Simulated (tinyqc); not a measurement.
Worked calculation: LCCD on RHF in the sto-3g basis, for CH3-, spin multiplicity 1. The basis has no diffuse functions, so it cannot describe the extra electron: this is an exercise in the method, not the real anion. One step of it, computed by the program tinyqc.

Task: Iteration 7 (converged): orbitals. Diagonalise F' = X^T F X, C = X C', fill 5 alpha and 5 beta electrons from the bottom; D = 2 C_occ C_occ^T. Each column has its largest component positive (the first on a tie).

converged F (hartree), lower triangle:
```
             1C 1s      1C 2s     1C 2px     1C 2py    1C 2pz      2H 1s      3H 1s      4H 1s
1C 1s   -10.370157
1C 2s    -2.820813  -0.976568
1C 2px   -0.000003  -0.000151   0.277355
1C 2py    0.000000   0.000000   0.000000   0.277703
1C 2pz    0.004163   0.009210   0.000011   0.000000  0.226117
2H 1s    -0.678069  -0.486296  -0.228366   0.000000  0.015030  -0.085174
3H 1s    -0.677165  -0.485882   0.114178  -0.197705  0.015018  -0.148999  -0.084730
4H 1s    -0.677165  -0.485882   0.114178   0.197705  0.015018  -0.148999  -0.148906  -0.084730
```

X, lower triangle:
```
            1C 1s      1C 2s     1C 2px     1C 2py    1C 2pz      2H 1s      3H 1s     4H 1s
1C 1s    1.028345
1C 2s   -0.165375   1.405606
1C 2px  -0.000006   0.000167   1.182826
1C 2py   0.000000   0.000000   0.000000   1.182535
1C 2pz   0.001518  -0.016083  -0.000009   0.000000  1.000678
2H 1s    0.025357  -0.327829  -0.336280   0.000000  0.013877   1.250377
3H 1s    0.025350  -0.327419   0.168050  -0.290890  0.013855  -0.030424   1.249936
4H 1s    0.025350  -0.327419   0.168050   0.290890  0.013855  -0.030424  -0.030373  1.249936
```

Give: F' = X^T F X; orbital energies; coefficients C; D after iteration 7.

Result:

F' = X^T F X (hartree), lower triangle:
```
          1        2        3        4       5        6        7       8
1  -10.1281
2   -1.5923   0.0977
3    0.0000   0.0001   0.6713
4    0.0000   0.0000   0.0000   0.6712
5    0.0073  -0.0202   0.0000   0.0000  0.2276
6   -0.0951  -0.4305  -0.5225   0.0000  0.0228   0.3912
7   -0.0948  -0.4301   0.2612  -0.4522  0.0228  -0.0558   0.3910
8   -0.0948  -0.4301   0.2612   0.4522  0.0228  -0.0558  -0.0557  0.3910
```

orbital energies (hartree): MO1 -10.3774, MO2 -0.3992, MO3 -0.0905, MO4 -0.0903, MO5 0.2256, MO6 1.0277, MO7 1.2083, MO8 1.2089

coefficients C:
```
            MO1      MO2      MO3      MO4      MO5      MO6      MO7      MO8
1C 1s    0.9920  -0.2086   0.0000   0.0000  -0.0155  -0.2427   0.0000  -0.0003
1C 2s    0.0356   0.5712  -0.0002   0.0000   0.0714   1.4116   0.0000   0.0021
1C 2px   0.0000   0.0001   0.4454   0.0000   0.0000  -0.0013   0.0000   1.1706
1C 2py   0.0000   0.0000   0.0000   0.4454   0.0000   0.0000   1.1701   0.0000
1C 2pz  -0.0008  -0.0158   0.0000   0.0000   0.9977  -0.0813   0.0000  -0.0001
2H 1s   -0.0070   0.2678   0.5843   0.0000  -0.0181  -0.7117   0.0000  -0.9309
3H 1s   -0.0070   0.2675  -0.2924   0.5062  -0.0181  -0.7128  -0.8050   0.4640
4H 1s   -0.0070   0.2675  -0.2924  -0.5062  -0.0181  -0.7128   0.8050   0.4640
```

D after iteration 7, lower triangle:
```
          1C 1s   1C 2s   1C 2px   1C 2py   1C 2pz    2H 1s    3H 1s   4H 1s
1C 1s    2.0558
1C 2s   -0.1698  0.6653
1C 2px   0.0000  0.0000   0.3969
1C 2py   0.0000  0.0000   0.0000   0.3968
1C 2pz  -0.0259  0.1244   0.0000   0.0000   1.9912
2H 1s   -0.1250  0.3026   0.5206   0.0000  -0.0445   0.8270
3H 1s   -0.1249  0.3026  -0.2604   0.4510  -0.0445  -0.1976   0.8274
4H 1s   -0.1249  0.3026  -0.2604  -0.4510  -0.0445  -0.1976  -0.1977  0.8274
```
